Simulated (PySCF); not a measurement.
One molecule, one basis, several functionals.

Compound: 1,1,1,2-tetrafluoroethane, C2H2F4.
SMILES: `FCC(F)(F)F`

Torsions of this conformer, `[F:1][CH2:2][C:3]([F:4])([F:5])[F:6]`: F1–C2–C3–F4 -61°.

PySCF, def2-SVPD basis, density fitting, gas phase, PBE0-D3(BJ)/def2-SVP geometry; singlet excitations by full TDDFT with frozen cores, triplets by Tamm–Dancoff TDDFT and ionisation energies by ΔSCF, from the lowest of the holes tried. One functional is left out:

```
functional  exact exchange (%)  HOMO energy (eV)  LUMO energy (eV)  lowest singlet excitation (eV)  lowest triplet excitation (eV)  dipole moment (D)  mean polarisability (au)  vertical ionisation energy (eV)
       LDA                   0             -8.99             -0.36                            8.81                            8.46              1.964                      31.8                            12.74
       PBE                   0             -8.80             -0.21                            8.71                            8.40              1.894                      31.8                            12.50
     B3LYP                  20            -10.44              0.23                            9.54                            9.14              2.034                      30.3                            13.21
 BHandHLYP                  50            -12.52              1.00                           10.53                           10.00              2.165                      28.7                            13.83
```

**Question.** Predict the row of PBE0 (25 % exact exchange) by straight lines through the other rows, and check it.

**Answer.** 
| property | line | computed | computed − line | B3LYP (20 %), for comparison |
| --- | --- | --- | --- | --- |
| HOMO energy (eV) | -10.73 | -10.66 | +0.07 | -10.44 |
| LUMO energy (eV) | 0.36 | 0.57 | +0.21 | 0.23 |
| lowest singlet excitation (eV) | 9.66 | 9.77 | +0.11 | 9.54 |
| lowest triplet excitation (eV) | 9.24 | 9.27 | +0.03 | 9.14 |
| dipole moment (D) | 2.050 | 2.022 | -0.028 | 2.034 |
| mean polarisability (au) | 30.2 | 30.0 | -0.2 | 30.3 |
| vertical ionisation energy (eV) | 13.25 | 13.21 | -0.04 | 13.21 |
